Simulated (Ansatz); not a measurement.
Harmonic vibrations of `CC1=CCCO1` by finite differences.

```yaml
crystal:
  periodic: [false, false, false]
  atoms:
    - {symbol: C, position_ang: [-0.863769, 0.398644, 1.948189]}
    - {symbol: C, position_ang: [-0.271786, 0.102250, 0.626349]}
    - {symbol: C, position_ang: [0.675493, -0.758595, 0.262091]}
    - {symbol: C, position_ang: [0.831439, -0.711902, -1.230457]}
    - {symbol: C, position_ang: [0.008642, 0.538516, -1.562052]}
    - {symbol: O, position_ang: [-0.800296, 0.815983, -0.408985]}
    - {symbol: H, position_ang: [-0.405274, -0.217256, 2.720729]}
    - {symbol: H, position_ang: [-1.940040, 0.205586, 1.933542]}
    - {symbol: H, position_ang: [-0.726358, 1.452816, 2.203130]}
    - {symbol: H, position_ang: [1.194536, -1.431800, 0.926903]}
    - {symbol: H, position_ang: [1.867525, -0.607994, -1.562181]}
    - {symbol: H, position_ang: [0.428925, -1.614001, -1.707400]}
    - {symbol: H, position_ang: [0.655975, 1.405556, -1.730768]}
    - {symbol: H, position_ang: [-0.655022, 0.422187, -2.419070]}
basis:
  gaussian: {orbitals: def2-TZVP}
hamiltonian: {xc: pbe0, dispersion: d4}
phonons: {temperatures: {t_min: 298.15, t_max: 900, t_step: 200}}
```

```sh
$ ansatz run in.yaml --threads 4 --pin off --events-out ev --progress --plain --max-ram 10444MiB
```

Output, abridged:

```
Functional definition: PBE0
mean field -7356.07801132 eV, -270.3308807872 hartree, gradient 3.6e-5 eV, S^2 0.000000; 0 other end points of the search recorded, 0 dependent functions left out
mean field -7356.07783341 eV, -270.3308742493 hartree, gradient 2.6e-6 eV, S^2 0.000000; 0 other end points of the search recorded, 0 dependent functions left out
mean field -7356.07785770 eV, -270.3308751420 hartree, gradient 2.6e-6 eV, S^2 0.000000; 0 other end points of the search recorded, 0 dependent functions left out
mean field -7356.07784108 eV, -270.3308745309 hartree, gradient 2.6e-6 eV, S^2 0.000000; 0 other end points of the search recorded, 0 dependent functions left out
mean field -7356.07784158 eV, -270.3308745496 hartree, gradient 2.6e-6 eV, S^2 0.000000; 0 other end points of the search recorded, 0 dependent functions left out
mean field -7356.07788301 eV, -270.3308760720 hartree, gradient 2.6e-6 eV, S^2 0.000000; 0 other end points of the search recorded, 0 dependent functions left out
mean field -7356.07780942 eV, -270.3308733676 hartree, gradient 2.6e-6 eV, S^2 0.000000; 0 other end points of the search recorded, 0 dependent functions left out
mean field -7356.07784326 eV, -270.3308746110 hartree, gradient 2.6e-6 eV, S^2 0.000000; 0 other end points of the search recorded, 0 dependent functions left out
mean field -7356.07785697 eV, -270.3308751150 hartree, gradient 2.6e-6 eV, S^2 0.000000; 0 other end points of the search recorded, 0 dependent functions left out
mean field -7356.07787187 eV, -270.3308756626 hartree, gradient 2.6e-6 eV, S^2 0.000000; 0 other end points of the search recorded, 0 dependent functions left out
mean field -7356.07786094 eV, -270.3308752608 hartree, gradient 2.6e-6 eV, S^2 0.000000; 0 other end points of the search recorded, 0 dependent functions left out
mean field -7356.07782158 eV, -270.3308738144 hartree, gradient 2.6e-6 eV, S^2 0.000000; 0 other end points of the search recorded, 0 dependent functions left out
mean field -7356.07780800 eV, -270.3308733155 hartree, gradient 2.6e-6 eV, S^2 0.000000; 0 other end points of the search recorded, 0 dependent functions left out
mean field -7356.07787438 eV, -270.3308757549 hartree, gradient 2.6e-6 eV, S^2 0.000000; 0 other end points of the search recorded, 0 dependent functions left out
mean field -7356.07784773 eV, -270.3308747755 hartree, gradient 2.6e-6 eV, S^2 0.000000; 0 other end points of the search recorded, 0 dependent functions left out
mean field -7356.07783987 eV, -270.3308744866 hartree, gradient 2.6e-6 eV, S^2 0.000000; 0 other end points of the search recorded, 0 dependent functions left out
mean field -7356.07786864 eV, -270.3308755440 hartree, gradient 2.6e-6 eV, S^2 0.000000; 0 other end points of the search recorded, 0 dependent functions left out
mean field -7356.07784823 eV, -270.3308747938 hartree, gradient 2.6e-6 eV, S^2 0.000000; 0 other end points of the search recorded, 0 dependent functions left out
mean field -7356.07782748 eV, -270.3308740314 hartree, gradient 2.6e-6 eV, S^2 0.000000; 0 other end points of the search recorded, 0 dependent functions left out
mean field -7356.07784821 eV, -270.3308747930 hartree, gradient 2.6e-6 eV, S^2 0.000000; 0 other end points of the search recorded, 0 dependent functions left out
mean field -7356.07783011 eV, -270.3308741281 hartree, gradient 2.6e-6 eV, S^2 0.000000; 0 other end points of the search recorded, 0 dependent functions left out
mean field -7356.07784820 eV, -270.3308747928 hartree, gradient 2.6e-6 eV, S^2 0.000000; 0 other end points of the search recorded, 0 dependent functions left out
mean field -7356.07786334 eV, -270.3308753490 hartree, gradient 2.6e-6 eV, S^2 0.000000; 0 other end points of the search recorded, 0 dependent functions left out
mean field -7356.07784027 eV, -270.3308745014 hartree, gradient 2.6e-6 eV, S^2 0.000000; 0 other end points of the search recorded, 0 dependent functions left out
mean field -7356.07789273 eV, -270.3308764291 hartree, gradient 2.6e-6 eV, S^2 0.000000; 0 other end points of the search recorded, 0 dependent functions left out
mean field -7356.07786404 eV, -270.3308753747 hartree, gradient 2.6e-6 eV, S^2 0.000000; 0 other end points of the search recorded, 0 dependent functions left out
mean field -7356.07784666 eV, -270.3308747362 hartree, gradient 2.6e-6 eV, S^2 0.000000; 0 other end points of the search recorded, 0 dependent functions left out
mean field -7356.07785692 eV, -270.3308751131 hartree, gradient 2.6e-6 eV, S^2 0.000000; 0 other end points of the search recorded, 0 dependent functions left out
mean field -7356.07785017 eV, -270.3308748650 hartree, gradient 2.6e-6 eV, S^2 0.000000; 0 other end points of the search recorded, 0 dependent functions left out
mean field -7356.07781525 eV, -270.3308735817 hartree, gradient 2.6e-6 eV, S^2 0.000000; 0 other end points of the search recorded, 0 dependent functions left out
mean field -7356.07786769 eV, -270.3308755090 hartree, gradient 2.6e-6 eV, S^2 0.000000; 0 other end points of the search recorded, 0 dependent functions left out
mean field -7356.07791779 eV, -270.3308773500 hartree, gradient 2.6e-6 eV, S^2 0.000000; 0 other end points of the search recorded, 0 dependent functions left out
mean field -7356.07794114 eV, -270.3308782082 hartree, gradient 2.6e-6 eV, S^2 0.000000; 0 other end points of the search recorded, 0 dependent functions left out
mean field -7356.07795612 eV, -270.3308787588 hartree, gradient 2.6e-6 eV, S^2 0.000000; 0 other end points of the search recorded, 0 dependent functions left out
[...]
mean field -7356.07800271 eV, -270.3308804708 hartree, gradient 2.6e-6 eV, S^2 0.000000; 0 other end points of the search recorded, 0 dependent functions left out
mean field -7356.07798135 eV, -270.3308796859 hartree, gradient 2.6e-6 eV, S^2 0.000000; 0 other end points of the search recorded, 0 dependent functions left out
mean field -7356.07798315 eV, -270.3308797521 hartree, gradient 2.6e-6 eV, S^2 0.000000; 0 other end points of the search recorded, 0 dependent functions left out
mean field -7356.07797334 eV, -270.3308793915 hartree, gradient 2.6e-6 eV, S^2 0.000000; 0 other end points of the search recorded, 0 dependent functions left out
mean field -7356.07795489 eV, -270.3308787134 hartree, gradient 2.6e-6 eV, S^2 0.000000; 0 other end points of the search recorded, 0 dependent functions left out
mean field -7356.07796992 eV, -270.3308792659 hartree, gradient 2.6e-6 eV, S^2 0.000000; 0 other end points of the search recorded, 0 dependent functions left out
mean field -7356.07796343 eV, -270.3308790273 hartree, gradient 2.6e-6 eV, S^2 0.000000; 0 other end points of the search recorded, 0 dependent functions left out
mean field -7356.07795655 eV, -270.3308787745 hartree, gradient 2.6e-6 eV, S^2 0.000000; 0 other end points of the search recorded, 0 dependent functions left out
mean field -7356.07792404 eV, -270.3308775798 hartree, gradient 2.6e-6 eV, S^2 0.000000; 0 other end points of the search recorded, 0 dependent functions left out
mean field -7356.07791186 eV, -270.3308771321 hartree, gradient 2.6e-6 eV, S^2 0.000000; 0 other end points of the search recorded, 0 dependent functions left out
mean field -7356.07799043 eV, -270.3308800194 hartree, gradient 2.6e-6 eV, S^2 0.000000; 0 other end points of the search recorded, 0 dependent functions left out
mean field -7356.07799897 eV, -270.3308803333 hartree, gradient 2.6e-6 eV, S^2 0.000000; 0 other end points of the search recorded, 0 dependent functions left out
mean field -7356.07798548 eV, -270.3308798376 hartree, gradient 2.6e-6 eV, S^2 0.000000; 0 other end points of the search recorded, 0 dependent functions left out
mean field -7356.07799260 eV, -270.3308800993 hartree, gradient 2.6e-6 eV, S^2 0.000000; 0 other end points of the search recorded, 0 dependent functions left out
mean field -7356.07799001 eV, -270.3308800042 hartree, gradient 2.6e-6 eV, S^2 0.000000; 0 other end points of the search recorded, 0 dependent functions left out
mean field -7356.07797848 eV, -270.3308795805 hartree, gradient 2.6e-6 eV, S^2 0.000000; 0 other end points of the search recorded, 0 dependent functions left out
mean field -7356.07793502 eV, -270.3308779833 hartree, gradient 2.6e-6 eV, S^2 0.000000; 0 other end points of the search recorded, 0 dependent functions left out
mean field -7356.07794454 eV, -270.3308783331 hartree, gradient 2.6e-6 eV, S^2 0.000000; 0 other end points of the search recorded, 0 dependent functions left out
mean field -7356.07797458 eV, -270.3308794369 hartree, gradient 2.6e-6 eV, S^2 0.000000; 0 other end points of the search recorded, 0 dependent functions left out
mean field -7356.07798617 eV, -270.3308798632 hartree, gradient 2.6e-6 eV, S^2 0.000000; 0 other end points of the search recorded, 0 dependent functions left out
mean field -7356.07795998 eV, -270.3308789004 hartree, gradient 2.6e-6 eV, S^2 0.000000; 0 other end points of the search recorded, 0 dependent functions left out
mean field -7356.07797061 eV, -270.3308792913 hartree, gradient 2.6e-6 eV, S^2 0.000000; 0 other end points of the search recorded, 0 dependent functions left out
mean field -7356.07794414 eV, -270.3308783183 hartree, gradient 2.6e-6 eV, S^2 0.000000; 0 other end points of the search recorded, 0 dependent functions left out
mean field -7356.07793972 eV, -270.3308781559 hartree, gradient 2.6e-6 eV, S^2 0.000000; 0 other end points of the search recorded, 0 dependent functions left out
mean field -7356.07798582 eV, -270.3308798500 hartree, gradient 2.6e-6 eV, S^2 0.000000; 0 other end points of the search recorded, 0 dependent functions left out
mean field -7356.07799935 eV, -270.3308803474 hartree, gradient 2.6e-6 eV, S^2 0.000000; 0 other end points of the search recorded, 0 dependent functions left out
mean field -7356.07796031 eV, -270.3308789125 hartree, gradient 2.6e-6 eV, S^2 0.000000; 0 other end points of the search recorded, 0 dependent functions left out
mean field -7356.07796212 eV, -270.3308789792 hartree, gradient 2.6e-6 eV, S^2 0.000000; 0 other end points of the search recorded, 0 dependent functions left out
mean field -7356.07799768 eV, -270.3308802861 hartree, gradient 2.6e-6 eV, S^2 0.000000; 0 other end points of the search recorded, 0 dependent functions left out
mean field -7356.07799151 eV, -270.3308800592 hartree, gradient 2.6e-6 eV, S^2 0.000000; 0 other end points of the search recorded, 0 dependent functions left out
mean field -7356.07793372 eV, -270.3308779353 hartree, gradient 2.6e-6 eV, S^2 0.000000; 0 other end points of the search recorded, 0 dependent functions left out
mean field -7356.07794802 eV, -270.3308784608 hartree, gradient 2.6e-6 eV, S^2 0.000000; 0 other end points of the search recorded, 0 dependent functions left out
Total energy: -7356.31635352 eV, -270.3396397014 hartree
Atom 0 at    -0.863769     0.398644     1.948189 Å, force     0.001078    -0.002489    -0.000520 eV/Å
Atom 1 at    -0.271786     0.102250     0.626349 Å, force    -0.001036     0.001410    -0.000929 eV/Å
Atom 2 at     0.675493    -0.758595     0.262091 Å, force     0.000019    -0.000056     0.003358 eV/Å
Atom 3 at     0.831439    -0.711902    -1.230457 Å, force    -0.001884     0.001647    -0.002072 eV/Å
Atom 4 at     0.008642     0.538516    -1.562052 Å, force     0.001739    -0.000934     0.000189 eV/Å
Atom 5 at    -0.800296     0.815983    -0.408985 Å, force    -0.000092     0.000740    -0.000175 eV/Å
Atom 6 at    -0.405274    -0.217256     2.720729 Å, force     0.000218     0.000308    -0.000003 eV/Å
Atom 7 at    -1.940040     0.205586     1.933542 Å, force     0.000083     0.000652    -0.000360 eV/Å
Atom 8 at    -0.726358     1.452816     2.203130 Å, force     0.000425     0.000151     0.000990 eV/Å
Atom 9 at     1.194536    -1.431800     0.926903 Å, force    -0.000600    -0.000041    -0.000056 eV/Å
Atom 10 at     1.867525    -0.607994    -1.562181 Å, force    -0.000076    -0.000575     0.000382 eV/Å
Atom 11 at     0.428925    -1.614001    -1.707400 Å, force     0.001375     0.000135    -0.000368 eV/Å
Atom 12 at     0.655975     1.405556    -1.730768 Å, force    -0.002130    -0.001061    -0.000447 eV/Å
Atom 13 at    -0.655022     0.422187    -2.419070 Å, force     0.000881     0.000115     0.000011 eV/Å
Dipole moment:     0.120393    -0.091853    -0.021240 e Å
Vibrations: 128.39 179.31 229.37 337.17 570.02 641.48 697.67 739.22 862.89 928.36 952.50 993.75 1031.41 1056.77 1061.61 1080.40 1210.82 1217.78 1262.43 1275.15 1327.21 1399.49 1419.78 1462.27 1478.85 1490.76 1514.75 1747.50 3024.13 3044.25 3052.94 3085.23 3111.92 3125.23 3158.87 3258.60 cm⁻¹, zero-point energy 3.295395 eV
```

It took 4.5 min on 4 threads of an Arm Neoverse V1 on a shared host, with 0.7 GiB of host memory at the peak.
